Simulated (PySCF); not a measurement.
C3H7, SMILES C[CH]C, multiplicity 2.

Geometry: PBE0-D3(BJ)/def2-TZVP. The isomer is the one that the SMILES or the coordinates give; other isomers of the formula were not compared.

Computed with TDA-PBE/def2-SVPD in PySCF.

Vertical excitations. Isolated molecule, no solvent.

```json
[
 {"state": "root 1", "energy (eV)": "4.20", "λ (nm)": "295", "f": "0.001", "main pairs": "α HOMO→LUMO 100 %"},
 {"state": "root 2", "energy (eV)": "4.98", "λ (nm)": "249", "f": "0.001", "main pairs": "α HOMO→LUMO+1 100 %"},
 {"state": "root 3", "energy (eV)": "5.12", "λ (nm)": "242", "f": "0.016", "main pairs": "α HOMO→LUMO+2 99 %"},
 {"state": "root 4", "energy (eV)": "6.06", "λ (nm)": "205", "f": "0.004", "main pairs": "α HOMO→LUMO+3 25 %, β HOMO→LUMO 72 %"},
 {"state": "root 5", "energy (eV)": "6.16", "λ (nm)": "201", "f": "0.008", "main pairs": "α HOMO→LUMO+3 74 %, β HOMO→LUMO 25 %"},
 {"state": "root 6", "energy (eV)": "6.23", "λ (nm)": "199", "f": "0.027", "main pairs": "α HOMO→LUMO+4 97 %"},
 {"state": "root 7", "energy (eV)": "6.34", "λ (nm)": "195", "f": "0.001", "main pairs": "β HOMO−1→LUMO 99 %"},
 {"state": "root 8", "energy (eV)": "6.81", "λ (nm)": "182", "f": "0.018", "main pairs": "α HOMO→LUMO+5 97 %"},
 {"state": "root 9", "energy (eV)": "6.91", "λ (nm)": "179", "f": "0.004", "main pairs": "α HOMO→LUMO+6 99 %"},
 {"state": "root 10", "energy (eV)": "7.09", "λ (nm)": "175", "f": "0.004", "main pairs": "α HOMO→LUMO+7 79 %, β HOMO−2→LUMO 19 %"}
]
```
Unrestricted roots are not spin-pure.
